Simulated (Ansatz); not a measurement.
# fcc Ca

These are r²SCAN (Ansatz, an electronic-structure program, PAW) values and carry that method's errors.

Run with plane-wave cutoff 500 eV, 3×3×3 k mesh, Fermi–Dirac smearing 0.1 eV, cell of 256 sites, scalar-relativistic PAW data made under PBE.

Cell: relaxed at this level.

- vacancy formation energy before relaxation: 1.29 eV

Note: energies are extrapolated to zero smearing, and mesh and cell size move such values by some hundredths of an eV or more.

The computed numbers hold no vibrational or temperature effects.
